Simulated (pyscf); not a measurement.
Structures and frequencies: ωB97X-D3(BJ)/def2-SVP in PySCF. Correlated levels are frozen-core, on RHF or UHF. ΔMP2 is the change of the MP2 total energy from the triple- to the quadruple-zeta basis.

Question: Estimate the classical barrier height and the reaction energy of H₂C=NH + H₂C=CH₂ → H₂C=N–CH₂–CH₃ at CCSD(T)/def2-TZVPP + ΔMP2(QZVPP). The step runs on the singlet surface, breaks H–N and forms C–N, C–H; take the separated reactants as zero.

Answer: ΔE‡ = 196.4 kJ/mol, ΔE = -98.3 kJ/mol. Zero-point energy shifts the barrier by +1.6 kJ/mol. It is an addition across a multiple bond or ene-type step, with an imaginary mode of 883i cm⁻¹. H₂C=N–CH₂–CH₃ lies 38.9 kJ/mol over its isomer H₂C=C(CH₃)–NH₂ (electronic energy, ωB97M-D3(BJ)/def2-TZVP). One saddle was located; it need not be the lowest between these sides. A restricted solution here is unstable towards spin polarisation, so biradical character is likely and single-reference numbers are less safe. The CCSD(T) − MP2 part came from Ansatz, without density fitting, on the same reference.
